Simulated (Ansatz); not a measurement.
# N4O2: the cost of one run

Program: Ansatz 0.2.0. Level of theory: the levels named in each step. These are calculated values, not measurements.

## 1. Starting point

Bond lengths: N1–N2 1.106 Å, N2–O3 1.149 Å, N4–N5 1.105 Å, N5–O6 1.151 Å. Angles: N1–N2–O3 179.9°, N4–N5–O6 179.0°.

Structure file:

```xyz
6

N     0.5876   -0.1979    0.6426
N     1.4017    0.0789    1.3382
O     2.2473    0.3651    2.0610
N    -1.8008   -1.2084   -1.2806
N    -1.4652   -0.1591   -1.3686
O    -1.1295    0.9362   -1.4758
```

## 2. A rough first relaxation, PBE-D4/def2-SVP

This run stands in another session on the same molecule. It ended at:

```xyz
6

N     0.6053   -0.4888    0.7838
N     1.4249    0.0555    1.3713
O     2.2742    0.6162    1.9815
N    -1.9381   -1.1910   -1.4267
N    -1.4932   -0.1358   -1.4067
O    -1.0320    0.9587   -1.3864
```

## 3. Relaxation, HF/STO-3G

Contents of input.yaml:

```yaml
crystal:
  periodic: [false, false, false]
  atoms:
    - { symbol: "N", position_ang: [0.60528186, -0.48875813, 0.78378333] }
    - { symbol: "N", position_ang: [1.4248704, 0.05554736, 1.37126379] }
    - { symbol: O, position_ang: [2.27421518, 0.61616235, 1.98146639] }
    - { symbol: "N", position_ang: [-1.93813498, -1.19095789, -1.42667332] }
    - { symbol: "N", position_ang: [-1.49319707, -0.13580603, -1.40672978] }
    - { symbol: O, position_ang: [-1.03204538, 0.95869233, -1.38636042] }
basis:
  gaussian: { orbitals: STO-3G }
hamiltonian:
  xc: hf
relax:
  f_tol: 0.002
  max_steps: 150
```

On the command line:

```console
$ ansatz run input.yaml --threads 2 --pin off --max-ram 5120MiB --backend cpu --events-out ev --progress --plain --runs-dir out
```

Q: Estimate wall time and peak memory on 2 threads of Arm Neoverse V1, shared host.

About 7.2 s, with a peak of 0.078 GiB.
